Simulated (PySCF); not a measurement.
Core-level binding energies of carbon monosulfide

Carbon monosulfide, CS.
SMILES with atom numbers: `[C-:1]#[S+:2]`

Level of theory: delta-SCF UKS SCAN, pcX-2 on the ionised atom, pcseg-1 elsewhere, spin-free X2C in PySCF. These are vertical core ionisation energies against the vacuum level, from separate self-consistent calculations with and without the core hole.

Give the core binding energies atom by atom.

| atom(s) | bonded to | level | binding energy (eV) | 2p1/2 (eV) | count |
| --- | --- | --- | --- | --- | --- |
| S2 | C (triple bond) | S 1s | 2479.32 | – | 1 |
| S2 | C (triple bond) | S 2p3/2 | 171.58 | 172.81 | 1 |

Which photon energy gives electrons from S 2p3/2 of S2 a kinetic energy of 50 eV, and what is their de Broglie wavelength?

hν = 171.58 + 50 = 221.58 eV, recoil neglected; λ = 12.264 Å/√(E/eV) = 1.73 Å.

Which photon wavelength matches the S 2p3/2 of S2 threshold?

λ = hc/E = 12398.42 eV Å / 171.58 eV = 72.260 Å.

Not every level is listed. The 2p values aren't plain energy differences: one relaxed spin-free 2p hole is combined with a matrix within the shell (ground-state 2p orbital-energy differences and spin–orbit coupling). 2p3/2, the mean of its two sublevels, lies a third of the splitting below the shell's mean and 2p1/2 two thirds above it; the statistical areas are 2:1. 2p1/2 minus 2p3/2 (ligand field included): S 1.23 eV. No level of carbon is listed. Geometry: GFN2-xTB; no solvent, vibrations or thermal averaging.
